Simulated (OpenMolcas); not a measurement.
# AlH3Cl− (SMILES [AlH3-][Cl]): FNO-MP2/6-311+G(d,p) (RICD fitting, virtual fraction 0.8)

Aim: the energy difference between two shapes of AlH3Cl− at FNO-MP2/6-311+G** (RICD fitting, virtual fraction 0.8), from 2 runs. 

Program for the calculation: OpenMolcas 26.06.

6 further runs of the same task are left out: 6 set aside as unsound or not needed.

### Step 1. The structure to begin with

AlH3Cl−: 5 atoms, total charge -1, spin state singlet. As SMILES, `[AlH3-][Cl]`. Geometry: a GFN2-xTB relaxation, a rough one for these elements and not checked as a minimum.

Bond lengths: Al1–Cl2 2.098 Å, Al1–H3 1.609 Å, Al1–H4 1.608 Å, Al1–H5 1.608 Å. Angles: Cl2–Al1–H3 107.0°, Cl2–Al1–H4 107.0°, Cl2–Al1–H5 107.1°, H3–Al1–H4 111.8°, H3–Al1–H5 111.7°, H4–Al1–H5 111.8°.

### Step 2. A single-point energy at FNO-MP2/6-311+G(d,p) (RICD fitting, virtual fraction 0.8)

The input, calc.input:

```
>>> EXPORT MOLCAS_PRINT=2

&GATEWAY
 BasLib = $CurrDir
 Coord
 5
 angstrom
 Al       0.109160      -0.000440      -0.082500
 Cl      -1.562720      -0.002110       1.184250
 H        0.226090       1.478490      -0.704190
 H       -0.160190      -1.106410      -1.218300
 H        1.387660      -0.369540       0.820730
 Basis = 6-311pGss
 Group = NoSym
 RICD

&SEWARD

&SCF
 Charge = -1
 PrOrbitals = 1

&MBPT2
 FNOMP2 = 0.8
 DoMP2
 Frozen = 10
```

The basis set 6-311+G** is read from a file made from the Basis Set Exchange's data (not shown).

Run with:

```console
$ export MOLCAS_MEM=1860
$ pymolcas calc.input > calc.log
```

Standard output:

```text
--- Start Module: gateway ---
[...]
--- Stop Module: gateway /rc=_RC_ALL_IS_WELL_ ---
[...]
      Basis functions           78
[...]
--- Start Module: scf ---
[...]
       Convergence after  12 Iterations
[...]
::    Total SCF energy                               -703.2703096938
[...]
      Total spin, S                                     0.0000000000
[...]
      Total electronic charge=   34.000000
      Total            charge=   -1.000000
[...]
      Dipole Moment (debye):
      Origin of the operator (angstrom)=   -0.7732   -0.0013    0.5860
                   X= -2.2386E+00               Y= -8.7983E-03               Z=  1.6985E+00           Total=  2.8100E+00
      Center of Charge (angstrom)
[...]
--- Stop Module: scf /rc=_RC_ALL_IS_WELL_ ---
[...]
--- Start Module: mbpt2 ---
[...]
WARNING!
Default frozen orbitals as non valence orbitals is overwritten by user input.
Default values:   7
[...]
       Reference weight ( Cref**2 )         =        0.91985
::    Total MBPT2 energy                             -703.4999763304
[...]
--- Stop Module: mbpt2 /rc=_RC_ALL_IS_WELL_ ---
[...]
```

It took 2.8 s on 1 thread of Arm Neoverse V2, shared host.

### Step 3. The distorted shape at the same level

The input, calc.input:

```
* AlClH3 FNO-MP2

&GATEWAY
 BasLib=$CurrDir
 Coord
 5
 angstrom
 Al       0.030800       0.009548       0.001105
 Cl      -1.599751      -0.002258       1.162470
 H        0.210533       1.443293      -0.719743
 H       -0.090945      -1.234689      -1.229586
 H        1.381195      -0.296401       0.814608
 Basis=6-311pGss
 Group=NoSym
 RICD

&SEWARD

&SCF
 Charge=-1
 PrOrbitals=1

&MBPT2
 FNOMP2=0.8
 DoMP2
 Frozen=10
```

The basis set 6-311+G** is read from a file made from the Basis Set Exchange's data (not shown).

Run with:

```console
$ export MOLCAS_MEM=1860
$ pymolcas calc.input > calc.log
```

Standard output:

```text
--- Start Module: gateway ---
[...]
--- Stop Module: gateway /rc=_RC_ALL_IS_WELL_ ---
[...]
      Basis functions           78
[...]
--- Start Module: scf ---
[...]
       Convergence after  12 Iterations
[...]
::    Total SCF energy                               -703.2570976670
[...]
      Total spin, S                                     0.0000000000
[...]
      Total electronic charge=   34.000000
      Total            charge=   -1.000000
[...]
      Dipole Moment (debye):
      Origin of the operator (angstrom)=   -0.8249    0.0014    0.6085
                   X= -3.1715E+00               Y=  4.0348E-01               Z=  2.7409E+00           Total=  4.2112E+00
      Center of Charge (angstrom)
[...]
--- Stop Module: scf /rc=_RC_ALL_IS_WELL_ ---
[...]
--- Start Module: mbpt2 ---
[...]
WARNING!
Default frozen orbitals as non valence orbitals is overwritten by user input.
Default values:   7
[...]
       Reference weight ( Cref**2 )         =        0.91925
::    Total MBPT2 energy                             -703.4873336054
[...]
--- Stop Module: mbpt2 /rc=_RC_ALL_IS_WELL_ ---
[...]
```

Run time: 2.8 s. Hardware: 1 thread of Arm Neoverse V2, shared host.

### Step 4. Results

At FNO-MP2/6-311+G** (RICD fitting, virtual fraction 0.8), 10 core orbitals frozen:

| quantity | value |
| --- | --- |
| first shape: total energy | -703.49998 Eh |
| first shape: HOMO energy (Hartree–Fock orbitals) | -5.57 eV |
| first shape: LUMO energy (Hartree–Fock orbitals) | 4.81 eV |
| first shape: HOMO–LUMO gap (to an unbound level, set by the basis) | 10.38 eV |
| first shape: correlation energy (10 core orbitals frozen) | -229.7 mEh |
| distorted shape: total energy | -703.48733 Eh |
| distorted shape: HOMO energy (Hartree–Fock orbitals) | -5.13 eV |
| distorted shape: LUMO energy (Hartree–Fock orbitals) | 4.90 eV |
| distorted shape: HOMO–LUMO gap (to an unbound level, set by the basis) | 10.03 eV |
| distorted shape: correlation energy (10 core orbitals frozen) | -230.2 mEh |
| energy change with the atoms displaced | 0.344 eV |

In words: With the atoms displaced the energy rises by 0.34 eV (33.2 kJ/mol). The first shape isn't relaxed at this level, so the change isn't measured from a minimum. Mulliken charges (distorted shape) of the mean-field density run from -0.44 on H4 to +0.67 on Al1; in a basis this large or diffuse they mean little.
